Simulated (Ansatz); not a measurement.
Geometry optimisation, RKS PBE-D4/def2-SVP in Ansatz 0.2.0.

Input:

```yaml
crystal:
  periodic: [false, false, false]
  atoms:
    - { symbol: Si, position_ang: [-0.728221, -0.511039, -0.282663] }
    - { symbol: H, position_ang: [0.256363, -1.152965, -1.141698] }
    - { symbol: H, position_ang: [-1.76095, -1.562779, 0.033626] }
    - { symbol: H, position_ang: [-1.397663, 0.58004, -1.066043] }
    - { symbol: C, position_ang: [0.067645, 0.121153, 1.307229] }
    - { symbol: H, position_ang: [1.307742, 0.243119, -1.934845] }
    - { symbol: Cl, position_ang: [1.574795, 1.526684, -1.819902] }
    - { symbol: H, position_ang: [0.520513, -0.715257, 1.876705] }
    - { symbol: H, position_ang: [-0.694961, 0.604834, 1.9498] }
    - { symbol: H, position_ang: [0.854736, 0.866309, 1.077892] }
basis:
  gaussian: { orbitals: def2-SVP }
hamiltonian:
  xc: pbe
  dispersion: d4
relax:
  f_tol: 0.03
  max_steps: 50
```

Run as:

```bash
$ ansatz run input.yaml --threads 2 --pin off --max-ram 3072MiB --backend cpu --events-out ev --progress --plain --runs-dir out
```

Where does it end, and by what steps?

The forces met the threshold. After 8 steps the energy has fallen by 0.066 eV; Cl7 moved furthest, 0.35 Å.

| step | energy less start (eV) | largest force component (eV/Å) | accepted |
| --- | --- | --- | --- |
| 0 | 0.0000 | 0.867 | yes |
| 1 | -0.0471 | 0.590 | yes |
| 2 | -0.0390 | 0.807 | no |
| 3 | -0.0611 | 0.112 | yes |
| 4 | -0.0638 | 0.036 | yes |
| 5 | -0.0652 | 0.068 | yes |
| 6 | -0.0657 | 0.109 | yes |
| 7 | -0.0661 | 0.031 | yes |
| 8 | -0.0662 | 0.011 | yes |

```xyz
10
Properties=species:S:1:pos:R:3
Si -0.837 -0.545 -0.256
H 0.173 -1.085 -1.249
H -1.752 -1.688 0.097
H -1.634 0.515 -0.965
C 0.054 0.143 1.255
H 1.350 0.312 -1.786
Cl 1.925 1.483 -1.787
H 0.610 -0.656 1.786
H -0.666 0.596 1.967
H 0.776 0.924 0.940
```

The run took 13 s on 2 threads of Arm Neoverse V1, on a shared host, peak memory 0.12 GiB.
